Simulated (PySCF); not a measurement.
Basis-set dependence of population analyses: `CP(C)(=O)O`

Species: C2H7O2P.
Bonds: C1–P2, P2–C3, P2–O4 (double), P2–O5. Hydrogens: H6, H7, H8 on C1; H9, H10, H11 on C3; H12 on O5.

PBE0 throughout (PySCF), one geometry, spherical d and f functions. Isolated species at its PBE0-D3(BJ)/def2-SVP geometry (one conformer only). Atoms taken as equivalent share a column and are averaged.

Mulliken charges (e):

```json
{"basis": "STO-3G", "functions": "36", "C1/C3": "-0.394", "P2": "+0.994", "O4": "-0.513", "O5": "-0.422", "H6 (×6)": "+0.089", "H12": "+0.194"}
{"basis": "6-31G", "functions": "63", "C1/C3": "-0.795", "P2": "+1.190", "O4": "-0.648", "O5": "-0.735", "H6 (×6)": "+0.226", "H12": "+0.425"}
{"basis": "6-31G*", "functions": "88", "C1/C3": "-0.762", "P2": "+1.051", "O4": "-0.578", "O5": "-0.718", "H6 (×6)": "+0.219", "H12": "+0.457"}
{"basis": "def2-SVP", "functions": "109", "C1/C3": "-0.251", "P2": "+0.711", "O4": "-0.517", "O5": "-0.411", "H6 (×6)": "+0.086", "H12": "+0.201"}
{"basis": "6-311+G(2d,p)", "functions": "185", "C1/C3": "-0.623", "P2": "+0.928", "O4": "-0.606", "O5": "-0.498", "H6 (×6)": "+0.186", "H12": "+0.307"}
{"basis": "def2-TZVP", "functions": "203", "C1/C3": "-0.412", "P2": "+0.633", "O4": "-0.538", "O5": "-0.493", "H6 (×6)": "+0.146", "H12": "+0.344"}
```

IAO charges (e):

```
        basis  functions   C1/C3      P2      O4      O5  H6 (×6)     H12
       STO-3G         36  -0.603  +1.279  -0.653  -0.525   +0.143  +0.243
        6-31G         63  -0.686  +1.500  -0.852  -0.737   +0.182  +0.370
       6-31G*         88  -0.699  +1.695  -0.912  -0.771   +0.169  +0.373
     def2-SVP        109  -0.689  +1.691  -0.903  -0.766   +0.164  +0.370
6-311+G(2d,p)        185  -0.718  +1.737  -0.937  -0.794   +0.174  +0.387
    def2-TZVP        203  -0.723  +1.758  -0.941  -0.797   +0.173  +0.385
```

Hirshfeld charges (e):

```json
{"basis": "STO-3G", "functions": "36", "C1/C3": "-0.105", "P2": "+0.619", "O4": "-0.405", "O5": "-0.260", "H6 (×6)": "+0.022", "H12": "+0.124"}
{"basis": "6-31G", "functions": "63", "C1/C3": "-0.145", "P2": "+0.505", "O4": "-0.456", "O5": "-0.290", "H6 (×6)": "+0.059", "H12": "+0.180"}
{"basis": "6-31G*", "functions": "88", "C1/C3": "-0.144", "P2": "+0.436", "O4": "-0.423", "O5": "-0.259", "H6 (×6)": "+0.057", "H12": "+0.188"}
{"basis": "def2-SVP", "functions": "109", "C1/C3": "-0.160", "P2": "+0.482", "O4": "-0.419", "O5": "-0.255", "H6 (×6)": "+0.055", "H12": "+0.182"}
{"basis": "6-311+G(2d,p)", "functions": "185", "C1/C3": "-0.162", "P2": "+0.462", "O4": "-0.420", "O5": "-0.255", "H6 (×6)": "+0.059", "H12": "+0.180"}
{"basis": "def2-TZVP", "functions": "203", "C1/C3": "-0.164", "P2": "+0.454", "O4": "-0.415", "O5": "-0.251", "H6 (×6)": "+0.059", "H12": "+0.183"}
```

Q: Which scheme is steadiest as the basis changes?

A: Largest range over the bases for any column: Hirshfeld 0.18 e, IAO 0.48 e, Mulliken 0.56 e. Hirshfeld charges move least and Mulliken charges most, counted in e. Without the minimal STO-3G basis the ranges are Hirshfeld 0.07, IAO 0.26, Mulliken 0.56 e.

Q: How much do the charges still move between the two largest bases, 6-311+G(2d,p) and def2-TZVP?

A: At most, over all atoms: Mulliken 0.295 e, IAO 0.021 e, Hirshfeld 0.008 e.

Q: What do the same runs give for the total energy, the frontier levels and the dipole moment?

A: 
```json
{"basis": "STO-3G", "energy (Eh)": "-564.8851", "HOMO (eV)": "-2.56", "LUMO (eV)": "7.26", "μ (D)": "1.73"}
{"basis": "6-31G", "energy (Eh)": "-571.6911", "HOMO (eV)": "-7.59", "LUMO (eV)": "1.61", "μ (D)": "3.03"}
{"basis": "6-31G*", "energy (Eh)": "-571.8744", "HOMO (eV)": "-7.55", "LUMO (eV)": "2.01", "μ (D)": "2.69"}
{"basis": "def2-SVP", "energy (Eh)": "-571.6166", "HOMO (eV)": "-7.54", "LUMO (eV)": "1.43", "μ (D)": "2.64"}
{"basis": "6-311+G(2d,p)", "energy (Eh)": "-572.0040", "HOMO (eV)": "-7.90", "LUMO (eV)": "-0.12", "μ (D)": "2.97"}
{"basis": "def2-TZVP", "energy (Eh)": "-572.0353", "HOMO (eV)": "-7.84", "LUMO (eV)": "0.79", "μ (D)": "2.86"}
```

The dipole is fixed by the density alone, so its range of 1.30 D shows that the density itself changes with the basis, not only its division among atoms.
